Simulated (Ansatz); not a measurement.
System: diamond. Method: LDA in Ansatz (PAW).

Run with plane-wave cutoff 520 eV, 16×16×16 k mesh, Fermi–Dirac smearing 0.01 eV, scalar-relativistic PAW data made under PBE.

Equation-of-state points:

```csv
V (Å³/atom),E − E_lowest (meV/atom)
5.176,31.97
5.286,13.79
5.396,3.36
5.506,0.00
5.617,3.08
5.727,12.02
5.837,26.31
```

Estimate the bulk modulus and its pressure derivative from these points.

V0 = 5.507 Å³/atom, B0 = 468 GPa, B′ = 3.6 (fit to the energies at full precision).

Measured, for comparison: bulk modulus 455 GPa (0 K value with the zero-point phonon effect removed; as tabulated in Mejia-Rodriguez and Trickey (2018), arXiv:1807.09216); equilibrium volume per atom 5.61 Å³/atom (static lattice: zero-point anharmonic expansion removed; as tabulated in Mejia-Rodriguez and Trickey (2018), arXiv:1807.09216). Computed (rounded) less measured: bulk modulus +3 %, equilibrium volume per atom -1.8 %.

The computed numbers hold no vibrational or temperature effects.

Ansatz is a first-principles code.
